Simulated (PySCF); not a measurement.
Species: pentacarbon monoxide, C5O.
Bonds: C1–C2 (triple), C2–C3, C3–C4 (triple), C4–C5, C5–O6 (triple).

Computed, not measured: PySCF, PBE0-D3(BJ)/def2-SVP geometry optimisation, gas phase.

Entries marked ? are missing.

```tsv
coordinate	value
C1≡C2	1.285 Å
C2–C3	?
C3≡C4	?
C4–C5	1.293 Å
C5≡O6	?
C1–C2–C3	?
C2–C3–C4	179.9°
C3–C4–C5	?
C4–C5–O6	?
```

**Question.** Fill in the missing values.

**Answer.** 
- C2–C3 = 1.300 Å, drawn single in a drawing that doesn't fit all lengths (ends: carbon bonded to 2 C; alkyne carbon); 0.08 Å below the sum of covalent radii, 1.38 Å.
- C3≡C4 = 1.269 Å, drawn triple in a drawing that doesn't fit all lengths (both ends alkyne carbon); 0.11 Å below the sum of covalent radii, 1.38 Å.
- C5≡O6 = 1.155 Å, drawn triple in a drawing that doesn't fit all lengths (ends: triply bonded carbon; oxygen bonded to C); 0.20 Å below the sum of covalent radii, 1.35 Å.
- C1–C2–C3 = 179.4°, at the carbon bonded to 2 C; the outer atoms are 2.584 Å apart.
- C3–C4–C5 = 179.8°, at the alkyne carbon; the outer atoms are 2.562 Å apart.
- C4–C5–O6 = 180.0°, at the triply bonded carbon; the outer atoms are 2.448 Å apart.

Radii are Cordero's, carbon taken as 0.76, 0.73 or 0.69 Å for four, three, and two or fewer neighbours.

No frequency check.

On one thread, Arm Neoverse V1 (aarch64), shared host with 32 logical CPUs at a one-minute load of 5.8, this took 17 s of wall time and 0.33 GiB of memory at its peak. This is the geometry optimisation.
